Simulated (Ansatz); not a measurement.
TA phonon frequency at X of rock-salt MgO at several levels of theory

No measured value is used here.

| level (code) | value (cm⁻¹) | cell (Å³/atom) |
|---|---|---|
| LDA (Ansatz) | 292 | 9.00 |
| PBE (Ansatz) | 280 | 9.62 |
| PBEsol (Ansatz) | ? | 9.36 |
| PBE-D3(BJ) (Ansatz) | ? | 9.31 |
| r²SCAN (Ansatz) | 296 | 9.29 |
| HSE06 (Ansatz) | 294 | 9.27 |
| PBE0 (Ansatz) | 294 | 9.28 |

Task: Complete the blanks.

Result: 
- PBEsol (Ansatz, a program for electronic structure), value (cm⁻¹): 284
- PBE-D3(BJ) (Ansatz), value (cm⁻¹): 286

PBE-D3(BJ): the dispersion coefficients are held fixed in the derivatives. Each level is taken at its own relaxed cell. Cutoffs differ between the levels. Ansatz's density-functional and Hartree–Fock values are scalar-relativistic unless marked +SOC, with PAW data made under PBE.
